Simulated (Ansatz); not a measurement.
**FH3Si + H3N: molecular dynamics**

Method: RKS PBE-D4/STO-3G, in Ansatz 0.2.0.

## Step 1: The system as given

Bond lengths: N1–H2 1.013 Å, N1–H3 1.014 Å, N1–H4 1.014 Å, Si5–F6 1.611 Å, Si5–H7 1.451 Å, Si5–H8 1.457 Å, Si5–H9 1.456 Å. Angles: H2–N1–H3 107.5°, H2–N1–H4 107.3°, H3–N1–H4 107.4°, F6–Si5–H7 105.4°, F6–Si5–H8 104.5°, F6–Si5–H9 104.5°, H7–Si5–H8 113.9°, H7–Si5–H9 114.6°, H8–Si5–H9 112.7°.

Coordinates:

```xyz
9

N     0.0189    0.1845   -2.0432
H    -0.6598   -0.4439   -1.6299
H     0.0739   -0.0334   -3.0317
H     0.9204   -0.0334   -1.6340
Si   -0.0212    0.1470    1.6967
F    -0.9015   -1.0910    1.1588
H    -0.3837    1.2711    0.8537
H     1.3591   -0.2903    1.5360
H    -0.4061    0.2893    3.0935
```

## Step 2: Preparing the start

Input file input.yaml:

```yaml
crystal:
  periodic: [false, false, false]
  atoms:
    - { symbol: "N", position_ang: [0.0189, 0.1845, -2.0432] }
    - { symbol: H, position_ang: [-0.6598, -0.4439, -1.6299] }
    - { symbol: H, position_ang: [0.0739, -0.0334, -3.0317] }
    - { symbol: H, position_ang: [0.9204, -0.0334, -1.634] }
    - { symbol: Si, position_ang: [-0.0212, 0.147, 1.6967] }
    - { symbol: F, position_ang: [-0.9015, -1.091, 1.1588] }
    - { symbol: H, position_ang: [-0.3837, 1.2711, 0.8537] }
    - { symbol: H, position_ang: [1.3591, -0.2903, 1.536] }
    - { symbol: H, position_ang: [-0.4061, 0.2893, 3.0935] }
basis:
  gaussian: { orbitals: STO-3G }
hamiltonian:
  xc: pbe
  dispersion: d4
relax:
  f_tol: 0.02
  max_steps: 40
```

Command:

```bash
$ ansatz run input.yaml --threads 1 --pin off --max-ram 2048MiB --backend cpu --events-out ev --progress --plain --runs-dir out
```

**Question.** How long does this run take on 1 thread of an Arm CPU, shared host, and how much memory does it need?

About 26 s, with a peak of 0.11 GiB.
